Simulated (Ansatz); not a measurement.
# CH7OSi: the cost of one run

All numbers below are computed with Ansatz 0.2.0 (UKS BLYP-D4/def2-SVP).

### 1 Starting point

Bond lengths: C2–O3 1.360 Å, O3–Si4 1.629 Å, C2–H6 1.087 Å, C2–H7 1.088 Å, Si4–H8 1.464 Å, Si4–H9 1.465 Å, Si4–H10 1.453 Å. Angles: C2–O3–Si4 132.1°, O3–C2–H6 111.3°, O3–C2–H7 114.0°, H6–C2–H7 114.1°, O3–Si4–H8 110.0°, O3–Si4–H9 111.2°, O3–Si4–H10 98.6°, H8–Si4–H9 108.8°, H8–Si4–H10 114.3°, H9–Si4–H10 113.7°.

Coordinates:

```xyz
10

H    -0.2047    0.8045   -1.4543
C     0.2069   -0.4997   -1.1565
O    -0.2462   -0.8036    0.0897
Si   -0.0921   -0.0454    1.5227
H    -0.5034    1.7315   -1.5600
H    -0.2570   -1.1312   -1.9100
H     1.2906   -0.4418   -1.2319
H    -0.8639    1.1984    1.5166
H     1.3101    0.2715    1.8055
H    -0.6404   -1.0841    2.3782
```

### 2 Pulling towards end A

Springs on the bonds that form and break draw the guess towards this end; the thresholds are loose.

The input, input.yaml:

```yaml
crystal:
  periodic: [false, false, false]
  atoms:
    - { symbol: H, position_ang: [-0.2047, 0.8045, -1.4543] }
    - { symbol: C, position_ang: [0.2069, -0.4997, -1.1565] }
    - { symbol: O, position_ang: [-0.2462, -0.8036, 0.0897] }
    - { symbol: Si, position_ang: [-0.0921, -0.0454, 1.5227] }
    - { symbol: H, position_ang: [-0.5034, 1.7315, -1.56] }
    - { symbol: H, position_ang: [-0.257, -1.1312, -1.91] }
    - { symbol: H, position_ang: [1.2906, -0.4418, -1.2319] }
    - { symbol: H, position_ang: [-0.8639, 1.1984, 1.5166] }
    - { symbol: H, position_ang: [1.3101, 0.2715, 1.8055] }
    - { symbol: H, position_ang: [-0.6404, -1.0841, 2.3782] }
magnetization:
  spin_polarized: true
  initial_magnetization: 1
basis:
  gaussian: { orbitals: def2-SVP }
hamiltonian:
  xc: blyp
  dispersion: d4
relax:
  f_tol: 0.15
  max_steps: 25
  restrain:
    - { distance: [0, 4], at: 1.92, k: 30.0 }
    - { distance: [1, 0], at: 1.07, k: 30.0 }
output:
  orbitals: {}
```

Run with:

```sh
ansatz run input.yaml --threads 2 --pin off --max-ram 3072MiB --backend cpu --events-out ev --progress --plain --runs-dir out
```

**Question.** How long does this run take on 2 threads of Intel Xeon Platinum 8488C (Sapphire Rapids), shared host, and how much memory does it need?

About 10 s, with a peak of 0.17 GiB.
